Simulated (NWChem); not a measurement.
Program: NWChem. System: ethylamine (C₂H₇N), charge 0, spin multiplicity 1, at a geometry optimised with B3LYP/def2-SVP. Level: evGW0@PBE/def2-TZVP, RI basis def2-tzvp-rifit, 6 cycles.

Input file:

```
start mol
memory heap 200 mb stack 700 mb global 1700 mb
geometry units angstroms nocenter noautoz noautosym
  C      1.189862     0.447027     0.011303
  C      0.040783    -0.549750    -0.100392
  N     -1.248409     0.128983     0.001725
  H      2.164973    -0.050799    -0.112107
  H      1.094044     1.233078    -0.753937
  H      1.192235     0.940224     0.998944
  H      0.190738    -1.357536     0.650916
  H      0.085684    -1.044018    -1.086936
  H     -2.013018    -0.537410    -0.109208
  H     -1.359664     0.529916     0.934784
end
basis spherical
  * library def2-tzvp
end
basis "ri basis" bse spherical
  * library def2-tzvp-rifit
end
dft
  xc xpbe96 cpbe96
  iterations 100
  direct
  tolerances tight
end
task dft energy
gw
  evgw0 6
  states alpha occ -1 vir -1
end
task dft gw
```

Part of the output:

```
             Northwest Computational Chemistry Package (NWChem) 7.3.0
             --------------------------------------------------------

                                NWChem Input Module
                                -------------------

 Scaling coordinates for geometry "geometry" by  1.889725989
 (inverse scale =  0.529177249)

                             Geometry "geometry" -> ""
                             -------------------------

 Output coordinates in angstroms (scale by  1.889725989 to convert to a.u.)

  No.       Tag          Charge          X              Y              Z
 ---- ---------------- ---------- -------------- -------------- --------------
    1 C                    6.0000     1.18986200     0.44702700     0.01130300
    2 C                    6.0000     0.04078300    -0.54975000    -0.10039200
    3 N                    7.0000    -1.24840900     0.12898300     0.00172500
    4 H                    1.0000     2.16497300    -0.05079900    -0.11210700
    5 H                    1.0000     1.09404400     1.23307800    -0.75393700
    6 H                    1.0000     1.19223500     0.94022400     0.99894400
    7 H                    1.0000     0.19073800    -1.35753600     0.65091600
    8 H                    1.0000     0.08568400    -1.04401800    -1.08693600
    9 H                    1.0000    -2.01301800    -0.53741000    -0.10920800
   10 H                    1.0000    -1.35966400     0.52991600     0.93478400

 Effective nuclear repulsion energy (a.u.)      82.6529129475

            Nuclear Dipole moment (a.u.)
            ----------------------------
        X                 Y               Z
 ---------------- ---------------- ----------------
    -0.0000018897    -0.0000037795    -0.0000056692


 Summary of "ao basis" -> "" (spherical)
 ------------------------------------------------------------------------------
       Tag                 Description            Shells   Functions and Types
 ---------------- ------------------------------  ------  ---------------------
 *                         def2-tzvp                  on all atoms

 new library libraries.bse/

 Summary of "ri basis" -> "" (spherical)
 ------------------------------------------------------------------------------
       Tag                 Description            Shells   Functions and Types
 ---------------- ------------------------------  ------  ---------------------
 *                      def2-tzvp-rifit               on all atoms

  pbe96 is a nonlocal functional; adding pw91lda local functional.

                                 NWChem DFT Module
                                 -----------------

 Summary of "ao basis" -> "ao basis" (spherical)
 ------------------------------------------------------------------------------
       Tag                 Description            Shells   Functions and Types
 ---------------- ------------------------------  ------  ---------------------
 C                         def2-tzvp                11       31   5s3p2d1f
 N                         def2-tzvp                11       31   5s3p2d1f
 H                         def2-tzvp                 4        6   3s1p

 Summary of "ao basis" -> "ao basis" (spherical)
 ------------------------------------------------------------------------------
       Tag                 Description            Shells   Functions and Types
 ---------------- ------------------------------  ------  ---------------------
 C                         def2-tzvp                11       31   5s3p2d1f
 N                         def2-tzvp                11       31   5s3p2d1f
 H                         def2-tzvp                 4        6   3s1p

            General Information
            -------------------
          SCF calculation type: DFT
          Wavefunction type:  closed shell.
          No. of atoms     :    10
          No. of electrons :    26
           Alpha electrons :    13
            Beta electrons :    13
          Charge           :     0
          Spin multiplicity:     1
          Use of symmetry is: off; symmetry adaption is: off
          Maximum number of iterations: 100
          This is a Direct SCF calculation.
          AO basis - number of functions:   135
                     number of shells:    61
          Convergence on energy requested:  1.00D-06
          Convergence on density requested:  1.00D-05
          Convergence on gradient requested:  5.00D-04

              XC Information
              --------------
          PerdewBurkeErnzerhof Exchange Functional  1.000
            Perdew 1991 LDA Correlation Functional  1.000 local
           PerdewBurkeErnz. Correlation Functional  1.000 non-local

             Grid Information
             ----------------
          Grid used for XC integration:  medium
          Radial quadrature: Mura-Knowles
          Angular quadrature: Lebedev.
          Tag              B.-S. Rad. Rad. Pts. Rad. Cut. Ang. Pts.
          ---              ---------- --------- --------- ---------
          C                   0.70       49          10.0       434
          N                   0.65       49          10.0       434
          H                   0.35       45          11.0       434
          Grid pruning is: on
          Number of quadrature shells:   462
          Spatial weights used:  Erf1

          Convergence Information
          -----------------------
          Convergence aids based upon iterative change in
          total energy or number of iterations.
          Levelshifting, if invoked, occurs when the
          HOMO/LUMO gap drops below (HL_TOL):  1.00D-02
[...]
@GW        52         36.843           0.000
@GW        53         38.784           0.000
@GW        54         39.843           0.000
@GW        55         40.738           0.000
@GW        56         42.366           0.000
@GW        57         45.505           0.000
@GW        58         44.933           0.000
@GW        59         46.567           0.000
@GW        60         46.214           0.000
@GW        61         47.164           0.000
@GW        62         47.931           0.000
@GW        63         49.898           0.000
@GW        64         50.992           0.000
@GW        65         52.216           0.000
@GW        66         52.851           0.000
@GW        67         54.328           0.000
@GW        68         55.698           0.000
@GW        69         56.673           0.000
@GW        70         57.299           0.000
@GW        71         58.796           0.000
@GW        72         59.025           0.000
@GW        73         59.361           0.000
@GW        74         60.228           0.000
@GW        75         61.893           0.000
@GW        76         65.646           0.000
@GW        77         67.548           0.000
@GW        78         67.579           0.000
@GW        79         68.419           0.000
@GW        80         69.179           0.000
@GW        81         70.723           0.000
@GW        82         71.271           0.000
@GW        83         73.046           0.000
@GW        84         74.347           0.000
@GW        85         74.423           0.000
@GW        86         75.546           0.000
@GW        87         75.826           0.000
@GW        88         77.820           0.000
@GW        89         78.608           0.000
@GW        90         79.538           0.000
@GW        91         80.697           0.000
@GW        92         81.470           0.000
@GW        93         83.015           0.000
@GW        94         86.238           0.000
@GW        95         88.509           0.000
@GW        96         89.367           0.000
@GW        97         89.761           0.000
@GW        98         90.595           0.000
@GW        99         91.800           0.000
@GW       100         92.010           0.000
@GW       101         93.761           0.000
@GW       102         95.144           0.000
@GW       103         96.408           0.000
@GW       104         96.423           0.000
@GW       105         98.079           0.000
@GW       106         99.265           0.000
@GW       107        102.234           0.000
@GW       108        106.764           0.000
@GW       109        108.695           0.000
@GW       110        109.407           0.000
@GW       111        111.019           0.000
@GW       112        112.681           0.000
@GW       113        114.072           0.000
@GW       114        117.426           0.000
@GW       115        120.530           0.000
@GW       116        121.440           0.000
@GW       117        124.485           0.000
@GW       118        125.476           0.000
@GW       119        128.336           0.000
@GW       120        129.077           0.000
@GW       121        130.978           0.000
@GW       122        134.317           0.000
@GW       123        136.928           0.000
@GW       124        138.783           0.000
@GW       125        138.687           0.000
@GW       126        142.010           0.000
@GW       127        145.591           0.000
@GW       128        146.478           0.000
@GW       129        149.395           0.000
@GW       130        150.897           0.000
@GW       131        159.123           0.000
@GW       132        165.263           0.000
@GW       133        624.567           0.000
@GW       134        627.650           0.000
@GW       135        888.547           0.000

  *** G5W0

          Solving quasiparticle equations

                  Alpha Orbitals
          State     Energy (eV)     Error (eV)
          -----------------------------------
@GW         1       -404.376           0.000
@GW         2       -290.591           0.000
@GW         3       -289.841           0.000
@GW         4        -26.572           0.000
@GW         5        -22.523           0.000
@GW         6        -19.407           0.000
@GW         7        -16.405           0.000
@GW         8        -15.551           0.000
@GW         9        -14.485           0.000
@GW        10        -12.935           0.000
@GW        11        -12.695           0.000
@GW        12        -12.293           0.000
@GW        13         -9.300           0.000
@GW        14          2.893           0.000
@GW        15          3.911           0.000
@GW        16          4.226           0.000
@GW        17          4.823           0.000
@GW        18          5.299           0.000
@GW        19          5.785           0.000
@GW        20          6.053           0.000
@GW        21          6.906           0.000
@GW        22          7.659           0.000
@GW        23          8.123           0.000
@GW        24          8.778           0.000
@GW        25         10.117           0.000
@GW        26          9.984           0.000
@GW        27         10.706           0.000
@GW        28         12.636           0.000
@GW        29         13.440           0.000
@GW        30         13.359           0.000
@GW        31         13.560           0.000
@GW        32         14.055           0.000
@GW        33         14.376           0.000
@GW        34         14.933           0.000
@GW        35         15.200           0.000
@GW        36         15.833           0.000
@GW        37         16.452           0.000
@GW        38         16.876           0.000
@GW        39         17.108           0.000
@GW        40         18.452           0.000
@GW        41         20.290           0.000
@GW        42         22.413           0.000
@GW        43         22.982           0.000
@GW        44         25.308           0.000
@GW        45         25.897           0.000
@GW        46         28.006           0.000
@GW        47         29.925           0.000
@GW        48         31.515           0.000
@GW        49         32.496           0.000
@GW        50         33.385           0.000
@GW        51         33.737           0.000
@GW        52         36.843           0.000
@GW        53         38.784           0.000
@GW        54         39.843           0.000
@GW        55         40.738           0.000
@GW        56         42.366           0.000
@GW        57         45.505           0.000
@GW        58         44.933           0.000
@GW        59         46.567           0.000
@GW        60         46.213           0.000
@GW        61         47.164           0.000
@GW        62         47.931           0.000
@GW        63         49.898           0.000
@GW        64         50.991           0.000
@GW        65         52.216           0.000
@GW        66         52.851           0.000
@GW        67         54.328           0.000
@GW        68         55.698           0.000
@GW        69         56.673           0.000
@GW        70         57.299           0.000
@GW        71         58.796           0.000
@GW        72         59.025           0.000
@GW        73         59.361           0.000
@GW        74         60.228           0.000
@GW        75         61.893           0.000
@GW        76         65.646           0.000
@GW        77         67.548           0.000
@GW        78         67.579           0.000
@GW        79         68.419           0.000
@GW        80         69.179           0.000
@GW        81         70.723           0.000
@GW        82         71.271           0.000
@GW        83         73.046           0.000
@GW        84         74.347           0.000
@GW        85         74.423           0.000
@GW        86         75.546           0.000
@GW        87         75.826           0.000
@GW        88         77.820           0.000
@GW        89         78.608           0.000
@GW        90         79.538           0.000
@GW        91         80.697           0.000
@GW        92         81.470           0.000
@GW        93         83.015           0.000
@GW        94         86.238           0.000
@GW        95         88.509           0.000
@GW        96         89.367           0.000
@GW        97         89.762           0.000
@GW        98         90.595           0.000
@GW        99         91.800           0.000
@GW       100         92.010           0.000
@GW       101         93.761           0.000
@GW       102         95.145           0.000
@GW       103         96.408           0.000
@GW       104         96.424           0.000
@GW       105         98.079           0.000
@GW       106         99.265           0.000
@GW       107        102.234           0.000
@GW       108        106.764           0.000
@GW       109        108.697           0.000
@GW       110        109.406           0.000
@GW       111        111.019           0.000
@GW       112        112.682           0.000
@GW       113        114.072           0.000
@GW       114        117.426           0.000
@GW       115        120.530           0.000
@GW       116        121.444           0.000
@GW       117        124.485           0.000
@GW       118        125.475           0.000
@GW       119        128.339           0.000
@GW       120        129.078           0.000
@GW       121        130.985           0.000
@GW       122        134.317           0.000
@GW       123        136.929           0.000
@GW       124        138.784           0.000
@GW       125        138.689           0.000
@GW       126        142.013           0.000
@GW       127        145.592           0.000
@GW       128        146.481           0.000
@GW       129        149.399           0.000
@GW       130        150.895           0.000
@GW       131        159.127           0.000
@GW       132        165.260           0.000
@GW       133        624.599           0.000
@GW       134        627.677           0.000
@GW       135        888.624           0.000

     GW Timing Statistics
   ------------------------
   Init.   :          0.0s
     ERIs  :          1.2s
     Distr.:          0.1s
     Vxc   :          0.7s
   Sigma_x :          0.0s
   RPA     :          0.7s
   Wmn     :          3.8s
   Sigma_c :          2.1s
   GW total:          8.6s

 Task  times  cpu:        8.6s     wall:        8.6s

 Total times  cpu:       28.0s     wall:       28.0s
```
